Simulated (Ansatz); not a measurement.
`FC(F)C(F)F`. Charge 0, multiplicity 1. All single points use the PBE0-D4/def2-TZVP geometry. It is one conformer, not always the lowest.

```xyz
8

F    -0.082   -0.885   -1.505
C    -0.176   -0.720   -0.171
F     0.718   -1.537    0.422
C     0.176    0.720    0.171
F     0.080    0.885    1.505
F    -0.717    1.537   -0.423
H    -1.186   -0.983    0.159
H     1.187    0.983   -0.158
```

Q: What is the dipole moment at r2SCAN/def2-TZVPP? (Best estimate.)

A: Ansatz gave: 0.00 D, zero by symmetry or nearly so.

Q: Give the Mulliken charges with r2SCAN, PBE, ωB97M-V in def2-TZVPP. (Best estimate.)

A: Ansatz gave: 
```tsv
atom	r2SCAN	PBE	ωB97M-V
F1	-0.19	-0.15	-0.18
C2	0.34	0.23	0.26
F3	-0.19	-0.15	-0.18
C4	0.34	0.23	0.26
F5	-0.19	-0.15	-0.18
F6	-0.19	-0.15	-0.18
H7	0.05	0.07	0.10
H8	0.05	0.07	0.10
```
